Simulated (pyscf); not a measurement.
This saddle point was located with ωB97X-D3(BJ)/def2-SVP in PySCF.

```
Mo
O 1 1.7601
H 2 1.1710 1 77.96
H 3 1.1428 2 134.05 1 -0.02
F 1 1.8242 2 116.32 3 -179.64
F 1 1.8305 2 91.68 3 86.93
F 1 1.8311 2 91.84 3 -86.38
F 1 1.8463 2 150.25 3 0.65
```

Surface: singlet, charge 0. Lowest wavenumbers (cm⁻¹): 1582i, 125, 148, 176, 262.

Question: Name the species on either side of this saddle.

Answer: O=Mo(F)(F)(F)–F + hydrogen (H₂) ⇌ HO–MoH(F)(F)(F)–F, an addition across a multiple bond or ene-type step read from left to right: H–H broken and H–Mo, H–O formed. At ωB97M-D3(BJ)/def2-TZVP it lies +54.9 kcal/mol from the left side and +28.1 kcal/mol from the right (each side as separated species at their lowest minima found). At the saddle there is also a short H–Mo contact that neither side keeps. The same reactants have a lower exit, to O=MoH(F)(F)–F + HF (barrier +37.8 kcal/mol at ωB97M-D3(BJ)/def2-TZVP, against +54.9 kcal/mol here). One saddle was located; it need not be the lowest between these sides. Elements past Kr carry the def2 core potentials, without spin-orbit coupling.
